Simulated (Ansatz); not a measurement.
This Ansatz (an electronic-structure program) input (CCSD(T)/cc-pCVDZ) gives -177.39462 Eh with 69 basis functions. A basis named .json is the Basis Set Exchange file of that set (core-valence sets with the plain set on hydrogen).

Ansatz 0.2 input:
```yaml
crystal:
  periodic: [false, false, false]
  atoms:
    - {symbol: C, position_ang: [0.00476229, 0.43392420, -0.00203639]}
    - {symbol: C, position_ang: [1.18383408, -0.15360148, 0.00493325]}
    - {symbol: F, position_ang: [-1.14596015, -0.26718838, -0.00280751]}
    - {symbol: H, position_ang: [-0.17580160, 1.50100015, -0.00772733]}
    - {symbol: H, position_ang: [1.28003303, -1.23028006, 0.01036986]}
    - {symbol: H, position_ang: [2.07783169, 0.45203897, 0.00524394]}
basis:
  gaussian:
    orbitals: cc-pCVDZ.json
magnetization: {spin_polarized: false}
correlation: {method: ccsd_t, electrons: outside_noble_gas}
```

Change:
```diff
- orbitals: cc-pCVDZ.json
+ orbitals: cc-pVQZ
```

Problem. What does the run give now?

Solution. -177.62568 Eh (CCSD(T)/cc-pVQZ, 255 functions), a change of -231.06 mEh.
